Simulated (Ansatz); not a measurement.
A calculation with Ansatz (development build ahead of 0.2.0).

```yaml
crystal:
  periodic: [false, false, false]
  atoms:
    - { symbol: "N", position_ang: [1.39, 0.0, 0.0] }
    - { symbol: C, position_ang: [0.695, 1.20378, 0.0] }
    - { symbol: C, position_ang: [-0.695, 1.20378, 0.0] }
    - { symbol: C, position_ang: [-1.39, 0.0, 0.0] }
    - { symbol: C, position_ang: [-0.695, -1.20378, 0.0] }
    - { symbol: C, position_ang: [0.695, -1.20378, 0.0] }
    - { symbol: H, position_ang: [-1.2375, 2.14341, 0.0] }
    - { symbol: H, position_ang: [-1.2375, -2.14341, 0.0] }
    - { symbol: H, position_ang: [1.2375, -2.14341, 0.0] }
basis:
  gaussian: { orbitals: def2-TZVP }
hamiltonian:
  xc: hf
```

The input is written out in the form of the current development build from the run's settings.

Output:

* Converged: yes
* Total energy: -245.36245 hartree
* Spin squared of the determinant: 0.000
* Stability test: minimum among restricted orbitals

Caution: an unrestricted determinant lies well below.
